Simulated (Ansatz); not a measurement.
A calculation with Ansatz (development build ahead of 0.2.0).

```yaml
crystal:
  periodic: [false, false, false]
  atoms:
    - { symbol: F, position_ang: [0.71, 0.0, 3.3] }
    - { symbol: F, position_ang: [-0.71, 0.0, 3.3] }
    - { symbol: H, position_ang: [0.37, 0.0, 0.0] }
    - { symbol: H, position_ang: [-0.37, 0.0, 0.0] }
basis:
  gaussian: { orbitals: "6-31G" }
hamiltonian:
  xc: hf
```

The input is written out in the form of the current development build from the run's settings.

The run gave:

```
Converged                       : yes
Total energy                    : -199.77283 hartree
Spin squared of the determinant : 0.000
```

Caution: no unrestricted run beside it, a lower state can exist.
